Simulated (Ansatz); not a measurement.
A first try at a composite energy at a relaxed geometry of BH3NS, SMILES N[B]S, using Ansatz's Python interface.

The script, `bh3ns.py`:
```python
import itertools

import ansatz as az
from ase import Atoms
from ase.data import atomic_numbers, covalent_radii
import numpy as np

BASIS = 'def2-SVP'
XC = 'b3lyp'
KGRID = (2, 2, 2)

atoms = Atoms(['N', 'B', 'S', 'H', 'H', 'H'], positions=[
    (-0.8209, 0.325, -0.6495),
    (-0.3643, -0.6469, 0.3491),
    (0.6929, -0.0841, 1.7678),
    (-1.3365, -0.1536, -1.3807),
    (-0.0296, 0.7569, -1.1626),
    (1.9004, -0.2613, 1.0297),
])
mol = az.Crystal.molecule_from_ase(atoms)

job = (
    mol.calculation()
    .basis(gaussian=BASIS)
    .functional(XC)
    .spin('collinear', total=1)
    .kpoints(*KGRID)
)
symbols = [site.symbol for site in mol.cartesian_sites]
start = np.array([site.position_ang for site in mol.cartesian_sites], dtype=float)
rep = job.relax(force_tolerance=0.01, max_steps=30).run(threads=1).report
end = np.array(rep['positions_ang'])
radius = [covalent_radii[atomic_numbers[s]] for s in symbols]
span = lambda where, i, j: np.linalg.norm(where[i] - where[j])
bonded = [(i, j) for i, j in itertools.combinations(range(len(symbols)), 2) if min(span(start, i, j), span(end, i, j)) < 1.2 * (radius[i] + radius[j])]
print('pair        before    after (A)')
for i, j in bonded:
    print(f'{symbols[i]}{i}-{symbols[j]}{j}'.ljust(10), f'{span(start, i, j):8.4f} {span(end, i, j):8.4f}')

minimum = az.Crystal.molecule()
for symbol, place in zip(symbols, end):
    minimum = minimum.atom(symbol, place.tolist())
at_minimum = minimum.calculation().spin('collinear', total=1)
level = lambda method, basis: at_minimum.basis(gaussian=basis).correlation(method).run(threads=1).report
small, large, cluster = level('mp2', 'cc-pVDZ'), level('mp2', 'cc-pVTZ'), level('ccsd_t', 'cc-pVDZ')
corr = lambda each: (each['free_energy_ev'] - each['reference_energy_ev']) / 27.211386246
mp2_limit = (27 * corr(large) - 8 * corr(small)) / 19
pieces = {'HF / cc-pVTZ': large['reference_energy_ev'] / 27.211386246, 'MP2 correlation, DZ-TZ limit': mp2_limit, 'CCSD(T) - MP2 / cc-pVDZ': corr(cluster) - corr(small)}
for name, value in pieces.items():
    print(f'{name:32s} {value:14.6f} Ha')
print(f'{"sum":32s} {sum(pieces.values()):14.6f} Ha')
print('T1 diagnostic', round(cluster['correlation']['coupled_cluster']['t1_diagnostic'], 4))
```

```console
$ python bh3ns.py
Traceback (most recent call last):
  File "bh3ns.py", line 31, in <module>
    rep = job.relax(force_tolerance=0.01, max_steps=30).run(threads=1).report
          ~~~~~~~~~~~~~~~~~~~~~~~~~~~~~~~~~~~~~~~~~~~~~~~~~^^^^^^^^^^^
  ...
ansatz.RefusalError: invalid value for `basis.gaussian`: such a run doesn't read kpoints; remove what it names
$ echo $?
1
```
(Library frames cut from the traceback.)

What is wrong, and how is it mended?

The fault: a molecule in a Gaussian basis takes no k-points. The cap on steps that the faulty run carried goes too. Mended:

```diff
--- before
+++ after
@@ -9,3 +9,2 @@
 XC = 'b3lyp'
-KGRID = (2, 2, 2)
 
@@ -26,3 +25,2 @@
     .spin('collinear', total=1)
-    .kpoints(*KGRID)
 )
@@ -30,3 +28,3 @@
 start = np.array([site.position_ang for site in mol.cartesian_sites], dtype=float)
-rep = job.relax(force_tolerance=0.01, max_steps=30).run(threads=1).report
+rep = job.relax(force_tolerance=0.01).run(threads=1).report
 end = np.array(rep['positions_ang'])
```

With that change:

Running `python bh3ns.py` prints:
```text
pair        before    after (A)
N0-B1        1.4664   1.3855
N0-H3        1.0147   1.0138
N0-H4        1.0373   1.0191
B1-S2        1.8566   1.7913
S2-H5        1.4263   1.3677
HF / cc-pVTZ                        -478.473002 Ha
MP2 correlation, DZ-TZ limit          -0.507791 Ha
CCSD(T) - MP2 / cc-pVDZ               -0.045786 Ha
sum                                 -479.026579 Ha
T1 diagnostic 0.0146
```

Caveats:
- Total energies depend on the basis set; only differences at equal settings carry meaning.
- The sum leaves out core correlation, relativity, the Hartree-Fock basis error and zero-point energy; a DZ-TZ extrapolation is rough.
- The species is open-shell (spin multiplicity 2).
- b3lyp holds the VWN-RPA fit, as in Gaussian; the form of ORCA and Turbomole is b3lyp5.
- Inner cores stay frozen, so this is valence correlation.
- For Al to Cl the sets with a tight d function, cc-pV(X+d)Z, are usual.
- Finished in 39 s on 1 thread of Arm Neoverse V1, on a shared host, peak memory 0.31 GiB.

(Lines on the test bed's own set-up are left out of the output.)
